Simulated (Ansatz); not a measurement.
# One shape, several levels: singlet CF+

We compute a comparison of 6 runs (B3LYP/STO-3G, CAM-B3LYP/STO-3G, r2SCAN/STO-3G, wB97M-V/STO-3G, wB97X/STO-3G, CCSD/STO-3G) of singlet CF+. 

The results are computed with Ansatz 0.2.0.

44 further runs of the same task are left out: 9 that didn't finish, 35 set aside as unsound or not needed.

**1. The system as given**

CF+: 2 atoms, total charge +1, spin state singlet. As SMILES of the parent species, `[C]F`. The coordinates come from a PBE0-D4/def2-TZVP relaxation. That shape belongs to the parent species and isn't relaxed for this state.

Bond lengths: C1–F2 1.268 Å.

**2. A single-point energy at B3LYP/STO-3G (run 1)**

File in.yaml:

```yaml
crystal:
  periodic: [false, false, false]
  atoms:
    - {symbol: C, position_ang: [-0.000000, 0.000000, 0.003080]}
    - {symbol: F, position_ang: [0.000000, -0.000000, 1.271320]}
basis:
  gaussian:
    orbitals: STO-3G
total_charge: 1
hamiltonian:
  xc: {name: B3LYP}
accuracy: high
```

On the command line:

```
$ ansatz run in.yaml --threads 1 --pin off --max-ram 3480MiB --events-out events.jsonl --progress --plain --runs-dir runs
```

The log of the run:

```text
Warning: RAYON_NUM_THREADS=1 ignored (pool sized by the plan → 1); use --threads N
Functional definition: B3LYP
  name "B3LYP"
  parameter a0 = 0.2
  parameter ax = 0.72
  parameter ac = 0.81
  exchange = (1 - a0 - ax)*slater_x + ax*b88_x + a0*exact_x
  correlation = (1 - ac)*vwn_rpa_c + ac*lyp_c
149 factors; integrals over basis functions are off by at most 3.2e-8 eV
mean field evaluation 1: about -3685.0030 eV, gradient 3.5e1 eV
mean field evaluation 2: about -3623.3616 eV, gradient 1.8e2 eV
mean field evaluation 4: about -3689.3962 eV, gradient 1.8e0 eV
mean field evaluation 8: about -3689.3802 eV, gradient 2.9e-1 eV
mean field evaluation 16: about -3689.3804 eV, gradient 1.8e-7 eV
mean field -3689.38039094 eV, -135.5822286153 hartree, gradient 1.7e-8 eV, S^2 0.000000; 0 other end points of the search recorded, 0 dependent functions left out
reference -3689.38040496 eV, -135.5822291305 hartree; 7, 7 occupied and 3, 3 virtual orbitals, 149 factors
Total energy: -3689.38040496 eV, -135.5822291305 hartree
```

It took 0.36 s on 1 thread of Arm Neoverse V1, shared host.

**3. A single-point energy at CAM-B3LYP/STO-3G (run 2)**

File input.yaml:

```yaml
basis:
  gaussian:
    orbitals: STO-3G
crystal:
  periodic: [false, false, false]
  atoms:
    - {symbol: C, position_ang: [-0.000000, 0.000000, 0.003080]}
    - {symbol: F, position_ang: [0.000000, -0.000000, 1.271320]}
total_charge: 1
hamiltonian:
  xc: {name: CAM-B3LYP}
accuracy: high
```

On the command line:

```
$ ansatz run input.yaml --threads 1 --pin off --max-ram 3480MiB --events-out events.jsonl --progress --plain --runs-dir runs
```

The log of the run:

```text
Warning: RAYON_NUM_THREADS=1 ignored (pool sized by the plan → 1); use --threads N
Functional definition: CAM-B3LYP
  name "CAM-B3LYP"
  parameter alpha = 0.19
  parameter beta = 0.46
  parameter omega = 0.33/bohr
[... 1 set-up line as earlier in the session ...]
  exchange = (1 - alpha - beta)*b88_x + beta*b88_x_sr(omega) + alpha*exact_x + beta*exact_x_lr(omega)
  correlation = (1 - ac)*vwn5_c + ac*lyp_c
149 factors; integrals over basis functions are off by at most 3.2e-8 eV
90 factors; integrals over basis functions are off by at most 6.3e-10 eV
mean field evaluation 1: about -3683.0833 eV, gradient 3.6e1 eV
mean field evaluation 2: about -3654.0631 eV, gradient 1.3e2 eV
mean field evaluation 4: about -3687.9318 eV, gradient 1.0e0 eV
mean field evaluation 8: about -3687.9094 eV, gradient 4.9e-2 eV
mean field evaluation 16: about -3687.9094 eV, gradient 4.8e-8 eV
mean field -3687.90942257 eV, -135.5281715247 hartree, gradient 4.8e-8 eV, S^2 0.000000; 0 other end points of the search recorded, 0 dependent functions left out
reference -3687.90942939 eV, -135.5281717753 hartree; 7, 7 occupied and 3, 3 virtual orbitals, 149 factors
Total energy: -3687.90942939 eV, -135.5281717753 hartree
```

It took 0.42 s on 1 thread of Arm Neoverse V1, shared host.

Runs 3 to 4 aren't shown in full; the table further down has their settings and results.

**4. The energy at wB97X/STO-3G (run 5)**

in.yaml, as its differences from that of step 2:

```diff
@@ -10,3 +10,3 @@
 hamiltonian:
-  xc: {name: B3LYP}
+  xc: {name: wB97X}
 accuracy: high
```

On the command line:

```
$ ansatz run in.yaml --threads 1 --pin off --max-ram 3480MiB --events-out events.jsonl --progress --plain --runs-dir runs
```

The log of the run, cut to the lines that bear on the results:

```text
Warning: RAYON_NUM_THREADS=1 ignored (pool sized by the plan → 1); use --threads N
Functional definition: wB97X
  name "wB97X"
[...]
      + exact_x_lr(omega)
[...]
      + integral(e_c_pw_opposite_spin*poly(b97_u_opposite, 1, cos1, cos2, cos3, cos4))
149 factors; integrals over basis functions are off by at most 3.2e-8 eV
84 factors; integrals over basis functions are off by at most 4.2e-10 eV
[...]
mean field -3689.30660897 eV, -135.5795171779 hartree, gradient 1.6e-8 eV, S^2 0.000000; 0 other end points of the search recorded, 0 dependent functions left out
reference -3689.30660829 eV, -135.5795171527 hartree; 7, 7 occupied and 3, 3 virtual orbitals, 149 factors
Total energy: -3689.30660829 eV, -135.5795171527 hartree
```

It took 1.3 s on 1 thread of Arm Neoverse V1, shared host; peak memory 0.14 GiB.

**5. A single-point energy at CCSD/STO-3G (run 6)**

File job.yaml:

```yaml
crystal:
  periodic: [false, false, false]
  atoms:
    - {symbol: C, position_ang: [-0.000000, 0.000000, 0.003080]}
    - {symbol: F, position_ang: [0.000000, -0.000000, 1.271320]}
basis:
  gaussian: {orbitals: STO-3G}
total_charge: 1
correlation: {method: ccsd, frozen_orbitals: {C: 1, F: 1}}
accuracy: high
scf: {omitted_lower_state_checks: [cluster_reference, increment]}
```

On the command line:

```
$ ansatz run job.yaml --threads 1 --pin off --max-ram 3480MiB --events-out events.jsonl --progress --plain --runs-dir runs
```

The log of the run:

```text
Warning: RAYON_NUM_THREADS=1 ignored (pool sized by the plan → 1); use --threads N
[... 11 lines left out ...]
2 core orbitals not correlated: weight in the atoms' cores, before any rotation towards them, 1.000 or more for the frozen orbitals, at most 0.000 for the correlated occupied ones
[... 20 lines left out ...]
Total energy: -3677.63247875 eV, -135.1505008051 hartree
Checks for a lower state left out: cluster_reference, increment
```

Wall time 0.12 s (1 thread of Arm Neoverse V1, shared host).

**6. The series**

```csv
run,level,frozen core orbitals,energy (Eh),wall time
1,B3LYP/STO-3G,–,-135.582229,0.36 s
2,CAM-B3LYP/STO-3G,–,-135.528172,0.42 s
3,r2SCAN/STO-3G,–,-135.551038,0.93 s
4,wB97M-V/STO-3G,–,-135.611238,4.5 s
5,wB97X/STO-3G,–,-135.579517,1.3 s
6,CCSD/STO-3G,2,-135.150501,0.12 s
```

**7. Outcome**

| quantity | value |
| --- | --- |
| run 6: total energy | -135.15050 Eh |
| run 6: correlation energy (2 core orbitals frozen) | -116.9 mEh |
| run 6: T1 diagnostic | 0.036 |

**Reading.** Totals of different functionals can't be ranked against each other. In run 6 the T1 diagnostic is large, so a single reference may not serve. In runs 1, 2, 3, 4, 5, 6 the basis is minimal, so the values are rough. All runs together took 7.7 s, the longest 4.5 s.
